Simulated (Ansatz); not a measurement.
Geometry optimisation, Ansatz 0.2.0, UKS PBE-D4/def2-SVP.

input.yaml

```yaml
crystal:
  periodic: [false, false, false]
  atoms:
    - { symbol: O, position_ang: [-1.5954, -0.0803, 0.1092] }
    - { symbol: Al, position_ang: [-0.0181, -0.8802, 0.0556] }
    - { symbol: O, position_ang: [1.4441, -0.0171, 0.6786] }
    - { symbol: H, position_ang: [-1.6242, 0.4514, -0.7728] }
    - { symbol: H, position_ang: [1.8435, 0.4525, -0.1119] }
magnetization:
  spin_polarized: true
  initial_magnetization: 1
basis:
  gaussian: { orbitals: def2-SVP }
hamiltonian:
  xc: pbe
  dispersion: d4
relax:
  f_tol: 0.02
  max_steps: 50
```

Command:

```bash
$ ansatz run input.yaml --threads 1 --pin off --max-ram 2048MiB --backend cpu --events-out ev --progress --plain --runs-dir out
```

Q: Where does it end, and by what steps?

A: The forces met the threshold. After 10 steps the energy has fallen by 0.498 eV; O3 moved furthest, 0.68 Å.

| step | energy less start (eV) | largest force component (eV/Å) | accepted |
| --- | --- | --- | --- |
| 0 | 0.0000 | 1.930 | yes |
| 1 | -0.1318 | 1.445 | yes |
| 2 | -0.2855 | 0.444 | yes |
| 3 | -0.3776 | 0.337 | yes |
| 4 | -0.4442 | 0.128 | yes |
| 5 | -0.4574 | 0.861 | yes |
| 6 | -0.4914 | 0.297 | yes |
| 7 | -0.4959 | 0.244 | yes |
| 8 | -0.4722 | 0.519 | no |
| 9 | -0.4926 | 0.334 | no |
| 10 | -0.4978 | 0.007 | yes |

```xyz
5
Properties=species:S:1:pos:R:3
O -1.605 -0.339 -0.232
Al 0.020 -0.823 0.082
O 1.267 0.377 0.152
H -1.818 0.600 -0.371
H 2.185 0.111 0.328
```

Whether the end is a true minimum wasn't checked by a vibrational analysis.

Run time: 17 s on 1 thread of Intel(R) Xeon(R) Processor @ 2.70GHz, on a shared host, peak memory 0.14 GiB.
